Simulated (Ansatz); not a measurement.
# C₂H₇ (doublet): from Hartree-Fock to the top rungs at distance C1–H5 along a hydrogen transfer = 1.090 Å, cc-pVDZ

An exercise on one series of results from a longer session: the logs are not shown, and one member is left open.

Computed with Ansatz 0.2.0, Gaussian basis. Level: cc-pVDZ, core rule «outside noble gas», up to 2 orbitals frozen.

Plan: UHF; CCSD(T) on ROHF; CCSD(T) on UHF; BCCD(T) on ROHF; CISD; CCSDT(Q) on ROHF; CCSDT(Q) on UHF; CASSCF and MRCISD+Q, 3 electrons in 3 orbitals; CASSCF and NEVPT2, 3 electrons in 3 orbitals; CASSCF and MRCISD+Q, 9 electrons in 9 orbitals; CASSCF and NEVPT2, 9 electrons in 9 orbitals.

### The system

The geometry derives from fragments relaxed apart (PBE0/def2-TZVP) and kept rigid, so it is no stationary point. A hydrogen atom is moved between rigid fragments.

9 atoms, charge 0, spin multiplicity 2.

Atoms are counted from 1 here; the program's logs count them from 0.

Bond lengths: C1–H2 1.090 Å, C1–H3 1.090 Å, C1–H4 1.090 Å, C1–H5 1.090 Å, C6–H7 1.080 Å, C6–H8 1.080 Å, C6–H9 1.080 Å. Angles: H2–C1–H3 109.5°, H2–C1–H4 109.5°, H2–C1–H5 109.5°, H3–C1–H4 109.5°, H3–C1–H5 109.5°, H4–C1–H5 109.5°, H7–C6–H8 120.0°, H7–C6–H9 120.0°, H8–C6–H9 120.0°.

Set-up of the first run:

in.yaml

```yaml
crystal:
  periodic: [false, false, false]
  atoms:
    - {symbol: C, position_ang: [-1.210909, 0.000000, 0.000000]}
    - {symbol: H, position_ang: [-1.574115, 1.027301, 0.000000]}
    - {symbol: H, position_ang: [-1.574115, -0.513650, 0.889668]}
    - {symbol: H, position_ang: [-1.574115, -0.513650, -0.889669]}
    - {symbol: H, position_ang: [-0.121293, 0.000000, 0.000000]}
    - {symbol: C, position_ang: [1.292091, 0.000000, 0.000000]}
    - {symbol: H, position_ang: [1.292091, -1.080023, 0.000000]}
    - {symbol: H, position_ang: [1.292091, 0.540011, 0.935327]}
    - {symbol: H, position_ang: [1.292091, 0.540011, -0.935327]}
basis:
  gaussian: {orbitals: cc-pVDZ}
magnetization: {spin_polarized: true, initial_magnetization: 1}
hamiltonian: {xc: hf}
output: {orbitals: {seedname: orbitals}}
```

Started as:

```
$ ansatz run in.yaml --threads 1 --pin off --events-out ev --progress --plain --max-ram 2816MiB --backend cpu
```

Among the steps run: UHF; CCSD(T) on ROHF; CCSD(T) on UHF; BCCD(T) on ROHF; CISD; CCSDT(Q) on ROHF; CCSDT(Q) on UHF; CASSCF and MRCISD+Q, 3 electrons in 3 orbitals; CASSCF and NEVPT2, 3 electrons in 3 orbitals; CASSCF and MRCISD+Q, 9 electrons in 9 orbitals; CASSCF and NEVPT2, 9 electrons in 9 orbitals.

One table of the session follows, with a row left open; its other results are not shown here.

| method | from UCCSDT(Q) (meV) |
| --- | --- |
| ROHF | +9886.1 |
| UHF | +9710.5 |
| RMP2 | +1436.8 |
| UMP2 | +1457.0 |
| CISD | +1148.4 |
| RCCSD | +253.8 |
| UCCSD | +250.4 |
| RCCSD(T) | +32.9 |
| UCCSD(T) | +33.5 |
| BCCD(T) | +33.2 |
| RCCSDT | +10.4 |
| UCCSDT | +9.7 |
| RCCSDT(Q) | ? |
| UCCSDT(Q) | 0 |
| CASSCF frontier | +7635.6 |
| MRCISD frontier | +708.7 |
| MRCISD+Q frontier | +70.4 |

**Question.** Estimate the row for RCCSDT(Q).

The run gave: from UCCSDT(Q) (meV): +0.7. In the column «from UCCSDT(Q) (meV)» it lies between UCCSDT(Q) (0) and UCCSDT (+9.7).

Limits of these values: Left out of the table: CASSCF pair, NEVPT2 pair, MRCISD pair, MRCISD+Q pair (the active space lost an orbital or holds another state than full CI finds). Restricted and unrestricted rows rest on different reference determinants; where their highest levels disagree by more than a few hundredths of an eV, they describe different states and don't form one ladder. Warnings in the runs' records: passed over end.
